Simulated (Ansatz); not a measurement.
**CHAlN (quartet): wB97M-V, B2PLYP over vertical spin and charge gaps, def2-QZVPP**

Aim: run CHAlN (quartet) with these functionals over vertical spin and charge gaps, and hold them against the top wave-function level at the same points.

Method: def2-QZVPP, all electrons in the functionals, frozen cores in the correlation of double hybrids and RPA; program: Ansatz 0.2.0, Gaussian basis.

To be run: wB97M-V, B2PLYP, at charge 0, quartet; charge 0, doublet; charge 0, sextet; charge 1, triplet; charge 1, quintet.

## 1. The system

The geometry is a PBE0/def2-TZVP stationary point (not a proven minimum).

4 atoms, charge 0, spin multiplicity 4.

Atoms are counted from 1 here; the program's logs count them from 0.

Bond lengths: Al1–N2 1.818 Å, Al1–H4 1.595 Å, N2–C3 1.194 Å. Angles: N2–Al1–H4 111.0°, Al1–N2–C3 170.0°.

Coordinates:

```xyz
4

Al    0.00000   -0.11179    1.12142
N     0.00000    0.09797   -0.68471
C     0.00000    0.02767   -1.87685
H     0.00000    1.30130    1.86028
```

No dispersion term is added; wB97M-V holds VV10 nonlocal correlation.

The geometry shown and the zero of energy belong to the point charge 0, quartet. The yardstick, UCCSD(T), and other wave-function levels (R restricted, U unrestricted, valence and pair active spaces) come from earlier runs.

## 2. wB97M-V, charge 0, quartet

Input file in.yaml:

```yaml
crystal:
  periodic: [false, false, false]
  atoms:
    - {symbol: Al, position_ang: [0.000000, -0.111786, 1.121424]}
    - {symbol: N, position_ang: [0.000000, 0.097969, -0.684708]}
    - {symbol: C, position_ang: [0.000000, 0.027668, -1.876852]}
    - {symbol: H, position_ang: [0.000000, 1.301302, 1.860276]}
basis:
  gaussian: {orbitals: "def2-QZVPP.json"}
magnetization: {spin_polarized: true, initial_magnetization: 3}
hamiltonian: {xc: {name: wB97M-V}}
output: {orbitals: {seedname: orbitals}}
```

Command:

```sh
> ansatz run in.yaml --threads 1 --pin off --events-out ev --progress --plain --max-ram 2393MiB
```

What it wrote (excerpt; [...] marks lines left out):

```text
Functional definition: wB97M-V
  name "wB97M-V"
  cite "Mardirossian & Head-Gordon, J. Chem. Phys. 144, 214110 (2016) doi:10.1063/1.4952647"
  cite "Becke, J. Chem. Phys. 107, 8554 (1997) doi:10.1063/1.475007"
  cite "Vydrov & Van Voorhis, J. Chem. Phys. 133, 244103 (2010) doi:10.1063/1.3521275"
  # Of w^i u^j: cxij and so on, Table III.
[...]
  gx(w, u) = 1 - cx + cx01*u + cx10*w
  gss(w, u) = css00 + css04*u^4 + css10*w + css20*w^2 + css43*w^4*u^3
  gos(w, u) = cos00 + cos10*w + (cos20 + cos21*u)*w^2 + (cos60 + cos61*u)*w^6
[...]
      + integral(e_c_pw_mod_opposite_spin*gos(b97_w_opposite, b97_u_opposite)) + vv10(b, c)
762 factors; their error is unknown
194 factors; integrals over basis functions are off by at most 2.9e-5 eV
[...]
mean field -9133.73566036 eV, -335.6585944498 hartree, gradient 2.5e-5 eV, S^2 3.784516; 2 other end points of the search recorded, 0 dependent functions left out
reference -9133.73571210 eV, -335.6585963511 hartree; 15, 12 occupied and 199, 202 virtual orbitals, 762 factors
Total energy: -9133.73571210 eV, -335.6585963511 hartree
```

Wall time 64 s (1 thread of Arm Neoverse V1, shared host); peak memory 0.72 GiB.

From the report: ⟨S²⟩ of the determinant 3.785 (pure quartet: 3.75).

## 3. wB97M-V, charge 0, doublet

in.yaml, as its differences from that of step 2:

```diff
@@ -9,3 +9,3 @@
   gaussian: {orbitals: "def2-QZVPP.json"}
-magnetization: {spin_polarized: true, initial_magnetization: 3}
+magnetization: {spin_polarized: true, initial_magnetization: 1}
 hamiltonian: {xc: {name: wB97M-V}}
```

The command is unchanged.

What it wrote (excerpt; [...] marks lines left out):

```text
Functional definition: wB97M-V
  name "wB97M-V"
  cite "Mardirossian & Head-Gordon, J. Chem. Phys. 144, 214110 (2016) doi:10.1063/1.4952647"
  cite "Becke, J. Chem. Phys. 107, 8554 (1997) doi:10.1063/1.475007"
  cite "Vydrov & Van Voorhis, J. Chem. Phys. 133, 244103 (2010) doi:10.1063/1.3521275"
  # Of w^i u^j: cxij and so on, Table III.
[...]
  gx(w, u) = 1 - cx + cx01*u + cx10*w
  gss(w, u) = css00 + css04*u^4 + css10*w + css20*w^2 + css43*w^4*u^3
  gos(w, u) = cos00 + cos10*w + (cos20 + cos21*u)*w^2 + (cos60 + cos61*u)*w^6
[...]
      + integral(e_c_pw_mod_opposite_spin*gos(b97_w_opposite, b97_u_opposite)) + vv10(b, c)
762 factors; their error is unknown
194 factors; integrals over basis functions are off by at most 2.9e-5 eV
[...]
mean field -9138.72018388 eV, -335.8417723105 hartree, gradient 4.6e-5 eV, S^2 0.752011; 0 other end points of the search recorded, 0 dependent functions left out
reference -9138.72023784 eV, -335.8417742935 hartree; 14, 13 occupied and 200, 201 virtual orbitals, 762 factors
Total energy: -9138.72023784 eV, -335.8417742935 hartree
```

Wall time 24 s (1 thread of Arm Neoverse V1, shared host); peak memory 0.57 GiB.

From the report: ⟨S²⟩ of the determinant 0.752 (pure doublet: 0.75).

From charge 0, quartet: -480.9 kJ/mol.

## 4. wB97M-V, charge 0, sextet

in.yaml, as its differences from that of step 3:

```diff
@@ -9,3 +9,3 @@
   gaussian: {orbitals: "def2-QZVPP.json"}
-magnetization: {spin_polarized: true, initial_magnetization: 1}
+magnetization: {spin_polarized: true, initial_magnetization: 5}
 hamiltonian: {xc: {name: wB97M-V}}
```

Same command.

What it wrote (excerpt; [...] marks lines left out):

```text
Functional definition: wB97M-V
  name "wB97M-V"
  cite "Mardirossian & Head-Gordon, J. Chem. Phys. 144, 214110 (2016) doi:10.1063/1.4952647"
  cite "Becke, J. Chem. Phys. 107, 8554 (1997) doi:10.1063/1.475007"
  cite "Vydrov & Van Voorhis, J. Chem. Phys. 133, 244103 (2010) doi:10.1063/1.3521275"
  # Of w^i u^j: cxij and so on, Table III.
[...]
  gx(w, u) = 1 - cx + cx01*u + cx10*w
  gss(w, u) = css00 + css04*u^4 + css10*w + css20*w^2 + css43*w^4*u^3
  gos(w, u) = cos00 + cos10*w + (cos20 + cos21*u)*w^2 + (cos60 + cos61*u)*w^6
[...]
      + integral(e_c_pw_mod_opposite_spin*gos(b97_w_opposite, b97_u_opposite)) + vv10(b, c)
762 factors; their error is unknown
194 factors; integrals over basis functions are off by at most 2.9e-5 eV
[...]
mean field -9127.91704983 eV, -335.4447644570 hartree, gradient 8.1e-6 eV, S^2 8.760463; 1 other end points of the search recorded, 0 dependent functions left out
reference -9127.91709921 eV, -335.4447662714 hartree; 16, 11 occupied and 198, 203 virtual orbitals, 762 factors
Total energy: -9127.91709921 eV, -335.4447662714 hartree
```

It took 69 s on 1 thread of Arm Neoverse V1, shared host; peak memory 0.73 GiB.

From the report: ⟨S²⟩ of the determinant 8.760 (pure sextet: 8.75).

From charge 0, quartet: +561.4 kJ/mol.

## 5. wB97M-V, charge 1, triplet

in.yaml, as its differences from that of step 4:

```diff
@@ -9,3 +9,4 @@
   gaussian: {orbitals: "def2-QZVPP.json"}
-magnetization: {spin_polarized: true, initial_magnetization: 5}
+total_charge: 1
+magnetization: {spin_polarized: true, initial_magnetization: 2}
 hamiltonian: {xc: {name: wB97M-V}}
```

The command is unchanged.

What it wrote (excerpt; [...] marks lines left out):

```text
Functional definition: wB97M-V
  name "wB97M-V"
  cite "Mardirossian & Head-Gordon, J. Chem. Phys. 144, 214110 (2016) doi:10.1063/1.4952647"
  cite "Becke, J. Chem. Phys. 107, 8554 (1997) doi:10.1063/1.475007"
  cite "Vydrov & Van Voorhis, J. Chem. Phys. 133, 244103 (2010) doi:10.1063/1.3521275"
  # Of w^i u^j: cxij and so on, Table III.
[...]
  gx(w, u) = 1 - cx + cx01*u + cx10*w
  gss(w, u) = css00 + css04*u^4 + css10*w + css20*w^2 + css43*w^4*u^3
  gos(w, u) = cos00 + cos10*w + (cos20 + cos21*u)*w^2 + (cos60 + cos61*u)*w^6
[...]
      + integral(e_c_pw_mod_opposite_spin*gos(b97_w_opposite, b97_u_opposite)) + vv10(b, c)
762 factors; their error is unknown
194 factors; integrals over basis functions are off by at most 2.9e-5 eV
[...]
mean field -9127.42297137 eV, -335.4266074083 hartree, gradient 3.0e-5 eV, S^2 2.035115; 2 other end points of the search recorded, 0 dependent functions left out
reference -9127.42302368 eV, -335.4266093307 hartree; 14, 12 occupied and 200, 202 virtual orbitals, 762 factors
Total energy: -9127.42302368 eV, -335.4266093307 hartree
```

Run time: 34 s. Hardware: 1 thread of Arm Neoverse V1, shared host; peak memory 0.56 GiB.

From the report: ⟨S²⟩ of the determinant 2.035 (pure triplet: 2.00).

From charge 0, quartet: +609.1 kJ/mol.

## 6. wB97M-V, charge 1, quintet

in.yaml, as its differences from that of step 5:

```diff
@@ -10,3 +10,3 @@
 total_charge: 1
-magnetization: {spin_polarized: true, initial_magnetization: 2}
+magnetization: {spin_polarized: true, initial_magnetization: 4}
 hamiltonian: {xc: {name: wB97M-V}}
```

Launched as before.

What it wrote (excerpt; [...] marks lines left out):

```text
Functional definition: wB97M-V
  name "wB97M-V"
  cite "Mardirossian & Head-Gordon, J. Chem. Phys. 144, 214110 (2016) doi:10.1063/1.4952647"
  cite "Becke, J. Chem. Phys. 107, 8554 (1997) doi:10.1063/1.475007"
  cite "Vydrov & Van Voorhis, J. Chem. Phys. 133, 244103 (2010) doi:10.1063/1.3521275"
  # Of w^i u^j: cxij and so on, Table III.
[...]
  gx(w, u) = 1 - cx + cx01*u + cx10*w
  gss(w, u) = css00 + css04*u^4 + css10*w + css20*w^2 + css43*w^4*u^3
  gos(w, u) = cos00 + cos10*w + (cos20 + cos21*u)*w^2 + (cos60 + cos61*u)*w^6
[...]
      + integral(e_c_pw_mod_opposite_spin*gos(b97_w_opposite, b97_u_opposite)) + vv10(b, c)
762 factors; their error is unknown
194 factors; integrals over basis functions are off by at most 2.9e-5 eV
[...]
mean field -9121.98819374 eV, -335.2268830142 hartree, gradient 5.7e-5 eV, S^2 6.045857; 1 other end points of the search recorded, 0 dependent functions left out
reference -9121.98824717 eV, -335.2268849776 hartree; 15, 11 occupied and 199, 203 virtual orbitals, 762 factors
Total energy: -9121.98824717 eV, -335.2268849776 hartree
```

Run time: 38 s. Hardware: 1 thread of Arm Neoverse V1, shared host; peak memory 0.57 GiB.

From the report: ⟨S²⟩ of the determinant 6.046 (pure quintet: 6.00).

From charge 0, quartet: +1133.5 kJ/mol.

## 7. B2PLYP, charge 0, quartet

in.yaml, as its differences from that of step 6:

```diff
@@ -9,5 +9,4 @@
   gaussian: {orbitals: "def2-QZVPP.json"}
-total_charge: 1
-magnetization: {spin_polarized: true, initial_magnetization: 4}
-hamiltonian: {xc: {name: wB97M-V}}
-output: {orbitals: {seedname: orbitals}}
+magnetization: {spin_polarized: true, initial_magnetization: 3}
+hamiltonian: {xc: {name: B2PLYP}}
+correlation: {electrons: outside_noble_gas}
```

Same command.

What it wrote (excerpt; [...] marks lines left out):

```text
Functional definition: B2PLYP
  name "B2PLYP"
  cite "Grimme, J. Chem. Phys. 124, 034108 (2006) doi:10.1063/1.2148954"
  cite "Becke, Phys. Rev. A 38, 3098 (1988) doi:10.1103/PhysRevA.38.3098"
  cite "Lee, Yang & Parr, Phys. Rev. B 37, 785 (1988) doi:10.1103/PhysRevB.37.785"
[...]
1288 factors; integrals over basis functions are off by at most 1.1e-3 eV
[...]
mean field -9126.80172714 eV, -335.4037771041 hartree, gradient 7.6e-6 eV, S^2 3.819887; 4 other end points of the search recorded, 0 dependent functions left out
7 core orbitals not correlated: weight in the atoms' cores, before any rotation towards them, 1.000 or more for the frozen orbitals, at most 0.000 for the correlated occupied ones
reference -9126.80187856 eV, -335.4037826686 hartree; 8, 5 occupied and 199, 202 virtual orbitals, 1288 factors
second order -12.83155768 eV of doubles, -0.00000000 eV of singles
Total energy: -9130.26639913 eV, -335.5311014513 hartree
```

It took 29 s on 1 thread of Arm Neoverse V1, shared host; peak memory 0.55 GiB.

From the report: ⟨S²⟩ of the determinant 3.820 (pure quartet: 3.75).

## 8. B2PLYP, charge 0, doublet

in.yaml, as its differences from that of step 7:

```diff
@@ -9,3 +9,3 @@
   gaussian: {orbitals: "def2-QZVPP.json"}
-magnetization: {spin_polarized: true, initial_magnetization: 3}
+magnetization: {spin_polarized: true, initial_magnetization: 1}
 hamiltonian: {xc: {name: B2PLYP}}
```

The command is unchanged.

What it wrote (excerpt; [...] marks lines left out):

```text
Functional definition: B2PLYP
  name "B2PLYP"
  cite "Grimme, J. Chem. Phys. 124, 034108 (2006) doi:10.1063/1.2148954"
  cite "Becke, Phys. Rev. A 38, 3098 (1988) doi:10.1103/PhysRevA.38.3098"
  cite "Lee, Yang & Parr, Phys. Rev. B 37, 785 (1988) doi:10.1103/PhysRevB.37.785"
[...]
1288 factors; integrals over basis functions are off by at most 1.1e-3 eV
[...]
mean field -9131.40423412 eV, -335.5729161159 hartree, gradient 1.0e-5 eV, S^2 0.754799; 0 other end points of the search recorded, 0 dependent functions left out
7 core orbitals not correlated: weight in the atoms' cores, before any rotation towards them, 1.000 or more for the frozen orbitals, at most 0.000 for the correlated occupied ones
reference -9131.40438617 eV, -335.5729217036 hartree; 7, 6 occupied and 200, 201 virtual orbitals, 1288 factors
second order -13.49236843 eV of doubles, -0.00000000 eV of singles
Total energy: -9135.04732565 eV, -335.7067972601 hartree
```

Run time: 16 s. Hardware: 1 thread of Arm Neoverse V1, shared host; peak memory 0.51 GiB.

From the report: ⟨S²⟩ of the determinant 0.755 (pure doublet: 0.75).

From charge 0, quartet: -461.3 kJ/mol.

## 9. B2PLYP, charge 0, sextet

in.yaml, as its differences from that of step 8:

```diff
@@ -9,3 +9,3 @@
   gaussian: {orbitals: "def2-QZVPP.json"}
-magnetization: {spin_polarized: true, initial_magnetization: 1}
+magnetization: {spin_polarized: true, initial_magnetization: 5}
 hamiltonian: {xc: {name: B2PLYP}}
```

The command is unchanged.

What it wrote (excerpt; [...] marks lines left out):

```text
Functional definition: B2PLYP
  name "B2PLYP"
  cite "Grimme, J. Chem. Phys. 124, 034108 (2006) doi:10.1063/1.2148954"
  cite "Becke, Phys. Rev. A 38, 3098 (1988) doi:10.1103/PhysRevA.38.3098"
  cite "Lee, Yang & Parr, Phys. Rev. B 37, 785 (1988) doi:10.1103/PhysRevB.37.785"
[...]
1288 factors; integrals over basis functions are off by at most 1.1e-3 eV
[...]
mean field -9121.63601688 eV, -335.2139407535 hartree, gradient 5.6e-6 eV, S^2 8.768683; 2 other end points of the search recorded, 0 dependent functions left out
7 core orbitals not correlated: weight in the atoms' cores, before any rotation towards them, 1.000 or more for the frozen orbitals, at most 0.000 for the correlated occupied ones
reference -9121.63616586 eV, -335.2139462284 hartree; 9, 4 occupied and 198, 203 virtual orbitals, 1288 factors
second order -10.16178930 eV of doubles, -0.00000000 eV of singles
Total energy: -9124.37984897 eV, -335.3147747230 hartree
```

Wall time 33 s (1 thread of Arm Neoverse V1, shared host); peak memory 0.63 GiB.

From the report: ⟨S²⟩ of the determinant 8.769 (pure sextet: 8.75).

From charge 0, quartet: +568.0 kJ/mol.

## 10. B2PLYP, charge 1, triplet

in.yaml, as its differences from that of step 9:

```diff
@@ -9,3 +9,4 @@
   gaussian: {orbitals: "def2-QZVPP.json"}
-magnetization: {spin_polarized: true, initial_magnetization: 5}
+total_charge: 1
+magnetization: {spin_polarized: true, initial_magnetization: 2}
 hamiltonian: {xc: {name: B2PLYP}}
```

Same command.

What it wrote (excerpt; [...] marks lines left out):

```text
Functional definition: B2PLYP
  name "B2PLYP"
  cite "Grimme, J. Chem. Phys. 124, 034108 (2006) doi:10.1063/1.2148954"
  cite "Becke, Phys. Rev. A 38, 3098 (1988) doi:10.1103/PhysRevA.38.3098"
  cite "Lee, Yang & Parr, Phys. Rev. B 37, 785 (1988) doi:10.1103/PhysRevB.37.785"
[...]
1288 factors; integrals over basis functions are off by at most 1.1e-3 eV
[...]
mean field -9120.54426913 eV, -335.1738197637 hartree, gradient 6.5e-6 eV, S^2 2.092766; 0 other end points of the search recorded, 0 dependent functions left out
7 core orbitals not correlated: weight in the atoms' cores, before any rotation towards them, 1.000 or more for the frozen orbitals, at most 0.000 for the correlated occupied ones
reference -9120.54441374 eV, -335.1738250780 hartree; 7, 5 occupied and 200, 202 virtual orbitals, 1288 factors
second order -12.61445369 eV of doubles, -0.00000000 eV of singles
Total energy: -9123.95031624 eV, -335.2989896861 hartree
```

Run time: 20 s. Hardware: 1 thread of Arm Neoverse V1, shared host; peak memory 0.63 GiB.

From the report: ⟨S²⟩ of the determinant 2.093 (pure triplet: 2.00).

From charge 0, quartet: +609.4 kJ/mol.

## 11. B2PLYP, charge 1, quintet

in.yaml, as its differences from that of step 10:

```diff
@@ -10,3 +10,3 @@
 total_charge: 1
-magnetization: {spin_polarized: true, initial_magnetization: 2}
+magnetization: {spin_polarized: true, initial_magnetization: 4}
 hamiltonian: {xc: {name: B2PLYP}}
```

The command is unchanged.

What it wrote (excerpt; [...] marks lines left out):

```text
Functional definition: B2PLYP
  name "B2PLYP"
  cite "Grimme, J. Chem. Phys. 124, 034108 (2006) doi:10.1063/1.2148954"
  cite "Becke, Phys. Rev. A 38, 3098 (1988) doi:10.1103/PhysRevA.38.3098"
  cite "Lee, Yang & Parr, Phys. Rev. B 37, 785 (1988) doi:10.1103/PhysRevB.37.785"
[...]
1288 factors; integrals over basis functions are off by at most 1.1e-3 eV
[...]
mean field -9115.56397607 eV, -334.9907973693 hartree, gradient 4.3e-6 eV, S^2 6.096308; 2 other end points of the search recorded, 0 dependent functions left out
7 core orbitals not correlated: weight in the atoms' cores, before any rotation towards them, 1.000 or more for the frozen orbitals, at most 0.000 for the correlated occupied ones
reference -9115.56412808 eV, -334.9908029557 hartree; 8, 4 occupied and 199, 203 virtual orbitals, 1288 factors
second order -11.58676549 eV of doubles, -0.00000000 eV of singles
Total energy: -9118.69255476 eV, -335.1057705157 hartree
```

Wall time 25 s (1 thread of Arm Neoverse V1, shared host); peak memory 0.65 GiB.

From the report: ⟨S²⟩ of the determinant 6.096 (pure quintet: 6.00).

From charge 0, quartet: +1116.7 kJ/mol.

## 12. Against the wave-function levels

No level is safe as a reference over these points; UCCSD(T) serves as a yardstick only. It comes from earlier runs at the same points. Energies in kJ/mol, counted from charge 0, quartet; blanks weren't run or aren't comparable.

| level | quartet to doublet | quartet to sextet | ionisation to the triplet cation | ionisation to the quintet cation |
| --- | --- | --- | --- | --- |
| UCCSD(T) | -461.6 | 561.7 | 610.3 | 1107.9 |
| wB97M-V | -480.9 | 561.4 | 609.1 | 1133.5 |
| B2PLYP | -461.3 | 568.0 | 609.4 | 1116.7 |

Largest miss and mean time a point (UCCSD(T) took 6.2 min a point; shared hosts):

| level | largest miss (kJ/mol) | where | time a point |
| --- | --- | --- | --- |
| wB97M-V | +25.5 | ionisation to the quintet cation | 46 s |
| B2PLYP | +8.8 | ionisation to the quintet cation | 25 s |

## 13. What came out

| quantity | value |
| --- | --- |
| quartet to doublet, UCCSD(T) | -461.6 kJ/mol |
| quartet to sextet, UCCSD(T) | 561.7 kJ/mol |
| ionisation to the triplet cation, UCCSD(T) | 610.3 kJ/mol |
| ionisation to the quintet cation, UCCSD(T) | 1107.9 kJ/mol |
| largest miss, wB97M-V | +25.5 kJ/mol (ionisation to the quintet cation) |
| largest miss, B2PLYP | +8.8 kJ/mol (ionisation to the quintet cation) |

**Reading.** Of the functionals, B2PLYP keep the smallest largest miss at the points compared (at most 8.8 kJ/mol) and wB97M-V strays most (25.5 kJ/mol, at ionisation to the quintet cation). Functionals and the yardstick converge differently with the basis, so part of each miss in def2-QZVPP is the basis. The yardstick itself may be off where one determinant is a poor start.
